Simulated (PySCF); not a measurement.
1,3-dithiolane-2-thione, C3H4S3.
Bonds: S1–C2 (double), C2–S3, S3–C4, C4–C5, C5–S6, C2–S6. Hydrogens: H7, H8 on C4; H9, H10 on C5.

Definitions: NICS(0) = −σiso at the ring centroid; NICS(1) = −σiso and NICS(1)zz = −σzz at ±1 Å along the ring normal z. Level: GIAO PBE0/pcSseg-1 (PySCF, non-relativistic, gas phase) on the GFN2-xTB geometry, one conformer.

Ring bond lengths (Å), with Mayer bond orders in brackets: C2–S3 1.752 (1.03), S3–C4 1.829 (0.96), C4–C5 1.510 (1.00), C5–S6 1.829 (0.96), S6–C2 1.752 (1.03).

Q: What do the NICS probes read (ppm)?

A: 
```tsv
ring	type	NICS(0)	NICS(1), two faces	NICS(1)zz, two faces	rms pucker (Å)	centre to ring atoms, mean (Å)
C2–S3–C4–C5–S6	5-membered ring with 2 S; formal bonds all single	-6.1	-4.0 / -4.0	-1.5 / -1.5	0.20	1.45
```

Q: What can be read from them?

A: 
- C2–S3–C4–C5–S6: mean NICS(1)zz -1.5 ppm, near zero. C4, C5 have four or more neighbours, so the value isn't read as a sign of a π ring current.

Q: At the first NICS(1) probe listed for ring C2–S3–C4–C5–S6, 1 Å off the ring, what do the in-plane components average?

A: The isotropic value is a third of the trace: (3 × -4.0 − (-1.5))/2 = -5.2 ppm.

Q: How shielded are the nuclei of the rings and their hydrogens (means over atoms taken as equivalent)?

A: 
| atoms | environment | σ isotropic (ppm) | principal values of the symmetric part, first atom (ppm) |
| --- | --- | --- | --- |
| C2 | thiocarbonyl carbon | -50.4 | -186.1, -33.4, 68.3 |
| S3 (×2) | sulfur bonded to 2 C | 230.2 | -149.4, 290.3, 549.2 |
| C4 (×2) | sp3 carbon bound to sulfur | 138.4 | 94.3, 158.8, 161.9 |
| H7 (×4) | methylene hydrogen | 27.98 | 23.1, 26.5, 33.4 |

The run took 10 s of wall time on one thread, Arm Neoverse V2, shared host. This is the whole shielding run at PBE0/pcSseg-1, SCF included.
